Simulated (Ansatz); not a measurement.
Two shapes of singlet SiH2.

Shape 1:

```xyz
3

Si    0.0000    0.0000   -0.1342
H     0.0000    1.0962    0.9391
H     0.0000   -1.0962    0.9391
```

Shape 2:

```xyz
3

Si    0.0000    0.0000   -0.1449
H     0.0000    1.1839    1.0142
H     0.0000   -1.1839    1.0142
```

Basis set: 6-31G* (spherical functions). Correlated methods keep 5 orbitals frozen. Charge 0, multiplicity 1.

Computed with Ansatz (development build ahead of 0.2.0); each method stands on the lowest determinant of its kind that the runs found.

Q: Which shape is lower in energy, and by how much in each method?

A:

```json
{"method": "RHF", "E(2) − E(1) (eV)": "0.300"}
{"method": "RHF-MP2", "E(2) − E(1) (eV)": "0.254"}
```

Shape 1 is lower.
